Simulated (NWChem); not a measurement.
**Correlation energy of carbon tetrachloride (CCl4)**

SMILES: ClC(Cl)(Cl)Cl
```xyz
5

Cl     1.4595     0.0000     1.0320
C      0.0000     0.0000     0.0000
Cl    -1.4595     0.0000     1.0320
Cl     0.0000     1.4595    -1.0320
Cl     0.0000    -1.4595    -1.0320
```
Charge 0, spin multiplicity 1.

Program: NWChem. All single points use one geometry, from B3LYP/def2-SVP, a minimum by its harmonic frequencies.

Basis set: STO-3G. Each correlation energy counts from its own Hartree-Fock reference.

The correlated methods keep 21 core orbitals frozen. Coupled-cluster values serve here as a point of comparison, not as the truth.

Problem. Order these methods by the correlation energy they give, lowest first: MP2, SCS-MP2, CCSD+T(CCSD), CCSD.

Solution. CCSD+T(CCSD) (-122.8 mHa), CCSD (-120.0 mHa), SCS-MP2 (-106.8 mHa), MP2 (-102.0 mHa)
